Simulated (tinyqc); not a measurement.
Worked calculation: UHF in the sto-3g basis, for BH, spin multiplicity 3. This run ends on a higher stationary point, not on the lowest solution. One step of it, computed by the program tinyqc.

Task: Iteration 3: building the Fock matrix. J_ij = sum D_kl (ij|kl) with D = D(alpha) + D(beta), K_ij = sum D_kl (ik|jl) for each spin; F = H + J - K(s); E = tr D H + tr D J / 2 - 0.5 sum_s tr D(s) K(s) + E_nn.

D(alpha) after iteration 2, lower triangle:
```
            1B 1s      1B 2s     1B 2px    1B 2py    1B 2pz     2H 1s
1B 1s    1.073993
1B 2s   -0.275699   1.029208
1B 2px   0.000000   0.000000   0.247454
1B 2py   0.000000   0.000000  -0.431533  0.752546
1B 2pz   0.052876  -0.194843   0.000000  0.000000  0.383037
2H 1s   -0.013554   0.012600   0.000000  0.000000  0.338545  0.504860
```

D(beta) after iteration 2, lower triangle:
```
            1B 1s     1B 2s    1B 2px    1B 2py    1B 2pz     2H 1s
1B 1s    1.022203
1B 2s   -0.093820  0.390480
1B 2px   0.000000  0.000000  0.000000
1B 2py   0.000000  0.000000  0.000000  0.000000
1B 2pz  -0.045077  0.154782  0.000000  0.000000  0.061521
2H 1s   -0.106388  0.334422  0.000000  0.000000  0.130390  0.400387
```

core Hamiltonian H = T + V (hartree), lower triangle:
```
             1B 1s      1B 2s     1B 2px     1B 2py     1B 2pz      2H 1s
1B 1s   -12.594139
1B 2s    -3.260870  -3.685168
1B 2px    0.000000   0.000000  -2.877026
1B 2py    0.000000   0.000000   0.000000  -2.877026
1B 2pz   -0.007006  -0.070990   0.000000   0.000000  -2.916342
2H 1s    -0.153371  -0.531620   0.000000   0.000000  -0.595975  -1.831141
```

Two-electron integrals (ij|kl) in chemists' order, unique and non-zero (hartree):
```
(11|11) 2.923513   (21|11) 0.518376   (21|21) 0.109262   (22|11) 0.744229
(22|21) 0.193177   (22|22) 0.544804   (31|31) 0.020264   (32|31) 0.029996
(32|32) 0.120346   (33|11) 0.742491   (33|21) 0.193240   (33|22) 0.544682
(33|33) 0.586773   (41|41) 0.020264   (42|41) 0.029996   (42|42) 0.120346
(43|43) 0.031630   (44|11) 0.742491   (44|21) 0.193240   (44|22) 0.544682
(44|33) 0.523513   (44|44) 0.586773   (51|51) 0.020264   (52|51) 0.029996
(52|52) 0.120346   (53|53) 0.031630   (54|54) 0.031630   (55|11) 0.742491
(55|21) 0.193240   (55|22) 0.544682   (55|33) 0.523513   (55|44) 0.523513
(55|55) 0.586773   (61|11) 0.023867   (61|21) 0.005017   (61|22) 0.008917
(61|33) 0.008882   (61|44) 0.008882   (61|51) 0.000372   (61|52) 0.000687
(61|55) 0.008993   (61|61) 0.000238   (62|11) 0.083492   (62|21) 0.022158
(62|22) 0.072511   (62|33) 0.070295   (62|44) 0.070295   (62|51) 0.002382
(62|52) 0.016714   (62|55) 0.076862   (62|61) 0.001089   (62|62) 0.016448
(63|31) 0.001781   (63|32) 0.009222   (63|53) 0.002840   (63|63) 0.001387
(64|41) 0.001781   (64|42) 0.009222   (64|54) 0.002840   (64|64) 0.001387
(65|11) 0.092315   (65|21) 0.024740   (65|22) 0.084860   (65|33) 0.080838
(65|44) 0.080838   (65|51) 0.003856   (65|52) 0.025811   (65|55) 0.092803
(65|61) 0.001248   (65|62) 0.022086   (65|65) 0.030449   (66|11) 0.272888
(66|21) 0.073479   (66|22) 0.270766   (66|33) 0.259019   (66|44) 0.259019
(66|51) 0.006949   (66|52) 0.067967   (66|55) 0.293923   (66|61) 0.003599
(66|62) 0.089360   (66|65) 0.128870   (66|66) 0.774606
```

nuclear repulsion = 1.36526628 hartree

Give: Coulomb J; exchange K(alpha); exchange K(beta); F(alpha); F(beta); total energy of this density.

Result:

Coulomb J (hartree), lower triangle:
```
        1B 1s  1B 2s  1B 2px  1B 2py  1B 2pz  2H 1s
1B 1s   8.260
1B 2s   1.663  3.350
1B 2px  0.000  0.000   3.316
1B 2py  0.000  0.000  -0.027   3.348
1B 2pz  0.009  0.088   0.000   0.000   3.376
2H 1s   0.077  0.478   0.000   0.000   0.576  2.170
```

exchange K(alpha) (hartree), lower triangle:
```
        1B 1s   1B 2s  1B 2px  1B 2py  1B 2pz  2H 1s
1B 1s   2.994
1B 2s   0.563   0.759
1B 2px  0.000   0.000   0.313
1B 2py  0.000   0.000  -0.240   0.593
1B 2pz  0.001  -0.071   0.000   0.000   0.464
2H 1s   0.029   0.150   0.000   0.000   0.212  0.502
```

exchange K(beta) (hartree), lower triangle:
```
        1B 1s  1B 2s  1B 2px  1B 2py  1B 2pz  2H 1s
1B 1s   2.934
1B 2s   0.529  0.350
1B 2px  0.000  0.000   0.071
1B 2py  0.000  0.000   0.000   0.071
1B 2pz  0.001  0.146   0.000   0.000   0.151
2H 1s   0.023  0.182   0.000   0.000   0.151  0.418
```

F(alpha) (hartree), lower triangle:
```
         1B 1s   1B 2s  1B 2px  1B 2py  1B 2pz   2H 1s
1B 1s   -7.328
1B 2s   -2.160  -1.094
1B 2px   0.000   0.000   0.126
1B 2py   0.000   0.000   0.212  -0.123
1B 2pz   0.001   0.088   0.000   0.000  -0.005
2H 1s   -0.105  -0.204   0.000   0.000  -0.232  -0.163
```

F(beta) (hartree), lower triangle:
```
         1B 1s   1B 2s  1B 2px  1B 2py  1B 2pz   2H 1s
1B 1s   -7.268
1B 2s   -2.127  -0.685
1B 2px   0.000   0.000   0.368
1B 2py   0.000   0.000  -0.027   0.400
1B 2pz   0.001  -0.129   0.000   0.000   0.308
2H 1s   -0.100  -0.236   0.000   0.000  -0.171  -0.079
```

total energy of this density = -24.53321 hartree

This density is a damped mixture and is not idempotent.
